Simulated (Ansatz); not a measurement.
H$_{3}$Ge–GeH, triplet: the ladder up to UCCSDT(Q)

Geometry: displaced at random from a stationary point.

```yaml
atoms:
  - { symbol: Ge, position_ang: [0.0014, -0.0150, 1.1970] }
  - { symbol: Ge, position_ang: [0.0005, 0.0326, -1.2366] }
  - { symbol: H, position_ang: [1.3040, -0.6911, 1.6693] }
  - { symbol: H, position_ang: [-0.0543, 1.4208, 1.6594] }
  - { symbol: H, position_ang: [-1.3522, -0.7377, 1.6476] }
  - { symbol: H, position_ang: [-0.0330, -1.2573, -2.1229] }
```

Basis cc-pVDZ; Ansatz 0.2.0. Only valence electrons are correlated (noble-gas cores and the filled d shells of p-block atoms frozen), which leaves 12 electrons in 46 orbitals. R marks a restricted (for open shells ROHF) determinant, U an unrestricted one. No spin–orbit coupling is included, and no scalar relativity.

Full CI isn't at hand for all of this; UCCSDT(Q) serves as the reference, and is uncertain by the last step of the cluster series or more. The frozen core follows each run's orbitals, which can shift R against U totals by a few meV for light atoms and by up to 0.1 eV past Ca.

* UHF ⟨S²⟩: 2.010
* T1 diagnostic (RCCSD): 0.0185
* largest doubles amplitude (RCCSD): 0.037
* T1 diagnostic (UCCSD): 0.0143

```csv
level,E − E(UHF) (eV)
UMP2,-4.4289
UCCSD,-5.5472
UCCSD(T),-5.6837
```

**Question.** Estimate how far UCCSDT(Q) in cc-pVDZ lies from UCCSD(T). The table doesn't fix it; the size of (T) and the diagnostics are the guide.

**Answer.** UCCSDT(Q) in cc-pVDZ lies 37 meV below UCCSD(T), which is 27 % of the (T) step (-137 meV). The diagnostics give no warning, yet the rest is a sizeable part of (T).

The other levels:

```json
{"level": "UCCSDT", "E − E(UCCSDT(Q)) (meV)": "5", "wall time": "–"}
```

Run but not shown, since their state, orbitals or frozen core can't be matched to the reference's or they repeat it: RHF, RMP2, CISD, RCCSD, RCCSD(T), BCCD(T), RCCSDT, RCCSDT(Q).
